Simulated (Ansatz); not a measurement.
**[OH···H···N], quartet along the distance O1-H3**

Starting geometry:

```xyz
4

O    -1.1404   -0.0292    0.0000
H    -1.3897    0.8974    0.0000
H    -0.1808   -0.0292    0.0000
N     1.4156   -0.0292    0.0000
```

From there H3 is moved from one fragment to the other while all else, the fragments' distance too, stays fixed; atoms are numbered as listed. Energies are in eV, counted from the starting geometry at the same level.

Basis cc-pVDZ; Ansatz 0.2.0. Only valence electrons are correlated (noble-gas cores frozen). Prefix R: restricted or restricted open-shell reference; prefix U: unrestricted. Active spaces: valence = (13e, 10o) chosen from the atoms' valence shells.

Runs in a small pair space aren't shown, since their orbitals change along the scan.

Full CI isn't at hand for all of this; UCCSDT(Q) serves as the reference, and is uncertain by about the last step of the cluster series. The frozen core follows each run's orbitals, which can shift R against U totals by a few meV.

```
distance O1-H3 (Å)  UCCSDT(Q)  error RHF  error RMP2  error RCCSD  error UCCSD(T)  error BCCD(T)  error NEVPT2 (valence space)
             0.892      0.113     -0.101      -0.010       -0.010          -0.002         -0.002                         0.011
             0.960      0.000      0.000       0.000        0.000           0.000          0.000                         0.000
             1.039      0.175      0.135       0.018        0.015           0.003          0.003                        -0.010
             1.119      0.522      0.302       0.051        0.035           0.008          0.008                        -0.019
             1.198      0.907      0.516       0.104        0.061           0.013          0.013                        -0.027
             1.278      1.237      0.804       0.159        0.088           0.019          0.018                        -0.031
             1.357      1.434      0.794       0.437        0.083           0.019          0.017                        -0.019
             1.437      1.516      0.390       0.370        0.049           0.014          0.012                         0.005
             1.516      1.589      0.102       0.277        0.019           0.007          0.007                         0.022
```

Errors are those of relative energies. In total energy the starting point itself misses UCCSDT(Q) by: RHF 8.474, RMP2 0.850, RCCSD 0.144, UCCSD(T) 0.025, BCCD(T) 0.027, NEVPT2 (valence space) 1.167 eV.

Spread of the error over the points with a reference, to 1.516 Å (largest less smallest): BCCD(T) 0.020, UCCSD(T) 0.021, NEVPT2 (valence space) 0.053, RCCSD 0.098, RMP2 0.446, RHF 0.905 eV.
